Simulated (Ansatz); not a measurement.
## Ansatz (development build ahead of 0.2.0) run

```yaml
crystal:
  periodic: [false, false, false]
  atoms:
    - { symbol: B, position_ang: [0.0, 0.0, -0.98874] }
    - { symbol: "N", position_ang: [0.0, 0.0, 0.77711] }
    - { symbol: H, position_ang: [0.0, -1.27471, -1.34116] }
    - { symbol: H, position_ang: [-1.10393, 0.63735, -1.34116] }
    - { symbol: H, position_ang: [1.10393, 0.63735, -1.34116] }
    - { symbol: H, position_ang: [0.0, 1.02752, 1.17581] }
    - { symbol: H, position_ang: [-0.88986, -0.51376, 1.17581] }
    - { symbol: H, position_ang: [0.88986, -0.51376, 1.17581] }
basis:
  gaussian: { orbitals: cc-pVTZ }
hamiltonian:
  xc: hf
correlation:
  method: mp2
  frozen_orbitals: { B: 1, H: 0, "N": 1 }
```

The input is written out in the form of the current development build from the run's settings.

The run gave:

```
Converged                       : yes
Reference energy                : -82.61408 hartree
Correlation energy              : -0.37225 hartree
Total energy                    : -82.98633 hartree
Spin squared of the determinant : 0.000
```

Caution: no unrestricted run beside it, a lower state can exist.
